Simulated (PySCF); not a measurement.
First SCF of a structure search on doublet BS₂, at a hand-made side-on geometry. PySCF input:

```python
from pyscf import gto, scf, dft
mol = gto.M(atom='''
B      0.000000     0.000000     0.000000
S      1.020000     0.000000     1.646000
S     -1.020000     0.000000     1.646000''',
    basis={'B': 'def2-TZVP', 'S': 'def2-TZVP'},
    charge=0, spin=1)
mf = dft.UKS(mol, xc='PBE0')
mf.grids.atom_grid = (50, 194)
aux = {'B': 'def2-universal-JKFIT', 'S': 'def2-universal-JKFIT'}
mf = mf.density_fit(auxbasis=aux)
mf.conv_tol = 1e-08
mf.diis_space = 10
mf.max_cycle = 60
mf.init_guess = 'minao'
mf.verbose = 4
mf.kernel()
```

Excerpt of the output (cycles alone):

```
init E= -821.184380381532
cycle= 1 E= -820.827248665621  delta_E= 0.357  |g|= 0.205  |ddm|= 1.27
cycle= 2 E= -820.526725742538  delta_E= 0.301  |g|= 0.687  |ddm|= 1.09
cycle= 3 E= -820.863698393378  delta_E= -0.337  |g|= 0.0546  |ddm|= 0.992
cycle= 4 E= -820.866057059255  delta_E= -0.00236  |g|= 0.0212  |ddm|= 0.0719
cycle= 5 E= -820.866436322015  delta_E= -0.000379  |g|= 0.0103  |ddm|= 0.031
cycle= 6 E= -820.866518808945  delta_E= -8.25e-05  |g|= 0.00197  |ddm|= 0.0122
cycle= 7 E= -820.866525094531  delta_E= -6.29e-06  |g|= 0.00084  |ddm|= 0.00376
cycle= 8 E= -820.86652622923  delta_E= -1.13e-06  |g|= 0.000331  |ddm|= 0.00157
cycle= 9 E= -820.86652657893  delta_E= -3.5e-07  |g|= 8.01e-05  |ddm|= 0.00119
cycle= 10 E= -820.866526599986  delta_E= -2.11e-08  |g|= 2.88e-05  |ddm|= 0.000278
cycle= 11 E= -820.866526602124  delta_E= -2.14e-09  |g|= 6.5e-06  |ddm|= 0.0001
Extra cycle  E= -820.866526602187  delta_E= -6.25e-11  |g|= 4.76e-06  |ddm|= 1.29e-05
converged SCF energy = -820.866526602187  <S^2> = 0.75603442  2S+1 = 2.0060253
```

No lower solution of this spin was found from smeared starts or by a stability analysis within the unrestricted form.

The search for the lowest solution, 3 starts and the stability check together, took 6.3 s on 2 threads of a shared AMD EPYC 9R45 96-Core (Zen 5) host, with 105 basis functions; the process peaked at 0.41 GiB. Launch command: `OMP_NUM_THREADS=2 python axn.py task.json out`.
